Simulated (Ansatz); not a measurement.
Cu2ZnSnS4 (I-4, No. 82), treated with r²SCAN-D4 (PAW; Ansatz, an electronic-structure program).

Run with plane-wave cutoff 500 eV, 10×10×10 k mesh, gaussian smearing 0.02 eV, no spin polarisation, scalar-relativistic PAW data made under PBE.

Computed at the level's own relaxed cell.

### Question
Give the computed equilibrium volume per atom, lattice parameter a, lattice parameter c and band gap.

### Answer

- equilibrium volume per atom: 19.58 Å³/atom
- lattice parameter a: 5.390 Å
- lattice parameter c: 10.779 Å
- band gap: 0.51 eV (on the SCF k mesh)

Measured, for comparison: band gap 1.49 eV (temperature not stated, no zero-point or thermal correction, direct; as tabulated in Wikipedia's data pages).

Spin–orbit coupling is not included.

Computed values are for the static lattice.
